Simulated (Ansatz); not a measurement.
**P₂F+ (triplet): the correlation ladder, def2-TZVPP**

An exercise on one series of results from a longer session: the logs are not shown, and one member is left open.

Program: Ansatz 0.2.0, Gaussian basis. Level of theory: def2-TZVPP, core rule «outside noble gas», up to 11 orbitals frozen. These are calculated values, not measurements.

Plan: UHF; ROHF; CCSD(T) on UHF.

## The system

The geometry is a PBE0/def2-TZVP stationary point (not a proven minimum) of the parent state, kept for this charge and spin.

3 atoms, charge 1, spin multiplicity 3.

Atoms are counted from 1 here; the program's logs count them from 0.

Bond lengths: F1–P2 1.607 Å, P2–P3 2.278 Å. Angles: F1–P2–P3 98.1°.

The first run:

Contents of in.yaml:

```yaml
crystal:
  periodic: [false, false, false]
  atoms:
    - {symbol: F, position_ang: [0.000000, -0.771205, 1.406859]}
    - {symbol: P, position_ang: [0.000000, 0.637627, 0.634340]}
    - {symbol: P, position_ang: [0.000000, -0.164593, -1.497266]}
basis:
  gaussian: {orbitals: def2-TZVPP}
total_charge: 1
magnetization: {spin_polarized: true, initial_magnetization: 2}
hamiltonian: {xc: hf}
output: {orbitals: {seedname: orbitals}}
```

Command:

```console
$ ansatz run in.yaml --threads 1 --pin off --events-out ev --progress --plain --max-ram 4096MiB --backend cpu
```

Among the steps run: UHF; ROHF; CCSD(T) on UHF.

One of the session's tables, all rows but one given; the rest of the session is left out.

```
  method  from UCCSD(T) (kcal/mol)
    ROHF                   +328.79
     UHF                   +323.41
    UMP2                         ?
   UCCSD                    +14.54
UCCSD(T)                         0
```

Q: Estimate the row for UMP2 from the others.

As computed: from UCCSD(T) (kcal/mol): +40.62. In the column «from UCCSD(T) (kcal/mol)» it lies between UCCSD (+14.54) and UHF (+323.41).
